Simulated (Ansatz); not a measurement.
**Structure relaxation of TaV**

Method: DFT PBE, scalar-relativistic, plane waves, PAW (Ansatz 0.2.0). Cutoff 420 eV, Γ-centred k mesh, Gaussian smearing, collinear spin, first started from parallel moments.

TaV was placed on the caesium chloride structure type (Pm-3m, No. 221), with Ta in place of Cs, V in place of Cl, at a guessed volume.

```
Ta V
1.0
     3.19638    0.00000    0.00000
     0.00000    3.19638    0.00000
     0.00000    0.00000    3.19638
Ta V
1 1
Direct
  0.00000 0.00000 0.00000
  0.50000 0.50000 0.50000
```

Cell and atoms relax at zero pressure; the relaxation can't lower the symmetry of the start. After a coarse first stage the cell is made exact in the group found at 0.06 Å.

The zero of energy is the elements' standard structures at the same level; no fitted shifts are applied.

(1) Which crystal results?

(2) What are its volume, energy, gap and moment?

## Answers

(1) It keeps Pm-3m (No. 221). The result has the caesium chloride structure. Conventional cell: a = 3.169 Å. Ta has 8 V at 2.74 Å and 6 Ta at 3.17 Å; V is coordinated by 8 Ta at 2.74 Å and 6 V at 3.17 Å.

Space group Pm-3m (No. 221). a = 3.169 Å, b = 3.169 Å, c = 3.169 Å, α = 90.00°, β = 90.00°, γ = 90.00°
| atom | site | symmetry | x | y | z |
| --- | --- | --- | --- | --- | --- |
| Ta | 1a | m-3m | 0.0000 | 0.0000 | 0.0000 |
| V | 1b | m-3m | 0.5000 | 0.5000 | 0.5000 |

(2) The volume per atom is 15.92 Å³. The density is 12.10 g/cm³ and the energy over the elements is 0.02 eV/atom. The gap on the 18×18×18 mesh is 0 eV (a metal). The net moment per atom is 0.00 μB. The largest site moment is 0.00 μB.

The final run used a 18×18×18 mesh on its 2-atom cell and 0.10 eV smearing. For metals, differences of a few meV/atom aren't resolved. Spin–orbit coupling is left out. Symmetry constrained the relaxation, so the result can be a saddle point. The steps took roughly 80 core-seconds in all.

Cost: 3 runs of about 1.3 core-minutes in all, on Arm Neoverse V2 (shared hosts).